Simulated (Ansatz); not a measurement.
Al–GaH–F, triplet in cc-pVDZ: errors against UCCSDT(Q)

Geometry: displaced at random from a stationary point.

| atom | x (Å) | y (Å) | z (Å) |
| --- | --- | --- | --- |
| Al | 0.1129 | -0.2822 | 2.0207 |
| Ga | -0.0520 | 0.3741 | -0.3710 |
| F | 0.0247 | -1.0625 | -1.4538 |
| H | 0.1078 | 1.7069 | -1.0240 |

Basis cc-pVDZ; Ansatz 0.2.0. Only valence electrons are correlated (noble-gas cores and the filled d shells of p-block atoms frozen), which leaves 14 electrons in 44 orbitals. Prefix R: restricted or restricted open-shell reference; prefix U: unrestricted. No spin–orbit coupling is included, and no scalar relativity.

Full CI isn't at hand for all of this; UCCSDT(Q) serves as the reference, and is uncertain by about the last step of the cluster series. The frozen core follows each run's orbitals, which can shift R against U totals by a few meV for light atoms and by up to 0.1 eV past Ca.

The UHF ⟨S²⟩ is 2.015. The T1 diagnostic (RCCSD) is 0.0359. The largest doubles amplitude (RCCSD) is 0.082. The T1 diagnostic (UCCSD) is 0.0282.

```tsv
level	E − E(UCCSDT(Q)) (meV)	share of correlation (%)	wall time
UHF	8511	0.93	–
UMP2	914	89.36	–
UCCSD	246	97.13	–
UCCSD(T)	57	99.33	42 s
UCCSDT	22	99.75	–
```

The correlation energy at UCCSDT(Q), counted from RHF, is -8.591 eV. That run took 6.8 min on 1 thread of Intel Xeon, shared host.

Run but not shown, since their state or frozen core can't be matched to the reference's or they repeat it: RHF, RMP2, RCCSD, RCCSD(T), BCCD(T), RCCSDT, RCCSDT(Q).

Times hold each run's SCF and search for its determinant on a shared host, so for small cases they say little of a method's own cost; they ran on 1 thread of Intel Xeon.
